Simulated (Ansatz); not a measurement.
**Mean errors over 7 atomization energies**

Ansatz 0.2.0, functionals in def2-QZVPP, HF, MP2 and coupled cluster extrapolated from def2-TZVPP and def2-QZVPP (exp(−7.88 √X), X^−2.97); geometries are PBE0/def2-TZVP minima. Wave-function levels freeze the cores; HF, MP2 and coupled cluster are restricted for singlets and unrestricted otherwise, atoms included (their steps beyond CCSDT(Q) come from restricted open-shell runs), Kohn–Sham unrestricted where that lies lower. The best estimate adds to that CCSD(T) limit the step from CCSD(T) to the highest level run in a smaller set (CCSDT(Q)/cc-pVDZ, CCSDTQ/cc-pVDZ, full CI/cc-pVDZ). It lacks core correlation, which semilocal and hybrid functionals hold and which counts in their errors here, (a few kJ/mol in atomization energies of light atoms) is good to about 1 kcal/mol where the step is under 0.06 eV, as here, and is no measured value. An error is the level's value less this estimate. Energies are electronic, without zero-point terms. No spin–orbit coupling and no scalar relativity. B2PLYP's MP2 part freezes the cores and isn't at its limit in this set. CCSD(T)'s error is that step with its sign reversed, by construction, and steps from double-zeta sets run high. The species are chosen: bound, without strong static correlation by their natural occupations or amplitudes, in their lowest spin state as far as vertical gaps and like structures tell, and with a ladder that closes on the reference, so errors are smaller than for species at large; levels whose determinant breaks symmetry or spin markedly are left out.

| species | quantity | reference | value (kJ/mol) | error MP2 | error CCSD | error CCSD(T) | error PBE | error r2SCAN | error B97M-V | error B2PLYP |
| --- | --- | --- | --- | --- | --- | --- | --- | --- | --- | --- |
| HPSi, singlet (Si–P 2.045, P–H 1.492, angle at P 61°) | atomization | limit + step to CCSDTQ/cc-pVDZ | 720.0 | -6.5 | -34.6 | -3.0 | 9.9 | -10.4 | 33.7 | -11.0 |
| AlC, quartet Σ⁻ (C–Al 1.967) | atomization | limit + step to full CI/cc-pVDZ | 332.2 | -0.5 | -14.9 | -2.9 | 28.6 | 20.0 | 21.1 | -10.2 |
| BNSi, singlet (B–N 1.366, N–Si 1.578, angle at N 180°) | atomization | limit + step to CCSDT(Q)/cc-pVDZ | 1091.9 | 45.4 | -47.0 | -3.8 | 51.1 | -7.6 | 29.5 | 13.8 |
| B2H, quartet Σ⁻ (B–B 1.520, B–H 1.178, angle at B 180°) | atomization | limit + step to full CI/cc-pVDZ | 719.2 | 32.4 | -12.1 | -1.5 | 67.0 | 82.1 | 58.8 | 16.4 |
| BOSi, doublet Π (B–O 1.292, O–Si 1.680, angle at O 180°) | atomization | limit + step to CCSDT(Q)/cc-pVDZ | 1092.1 | 45.4 | -32.5 | -2.4 | 38.0 | 6.1 | 22.1 | 5.1 |
| H3C–F, singlet (C–F 1.376, C–H 1.092, angles at C 109/110°) | atomization | limit + step to CCSDT(Q)/cc-pVDZ | 1768.1 | 22.8 | -24.3 | -1.3 | 26.8 | -2.6 | -5.0 | -5.6 |
| Al–CH2, doublet (C–Al 1.971, C–H 1.094, angles at C 110/125°) | atomization | limit + step to CCSDT(Q)/cc-pVDZ | 1156.2 | 0.7 | -15.7 | -1.2 | 14.3 | 10.3 | 19.3 | -4.5 |

```tsv
level	mean absolute error (kJ/mol)	mean signed error	largest error
CCSD(T)	2.3	-2.3	-3.8 (BNSi)
B2PLYP	9.5	0.6	16.4 (B2H)
r2SCAN	19.9	14.0	82.1 (B2H)
MP2	22.0	20.0	45.4 (BOSi)
CCSD	25.9	-25.9	-47.0 (BNSi)
B97M-V	27.1	25.6	58.8 (B2H)
PBE	33.7	33.7	67.0 (B2H)
```

Errors of one sign throughout: CCSD (too low), PBE (too high).
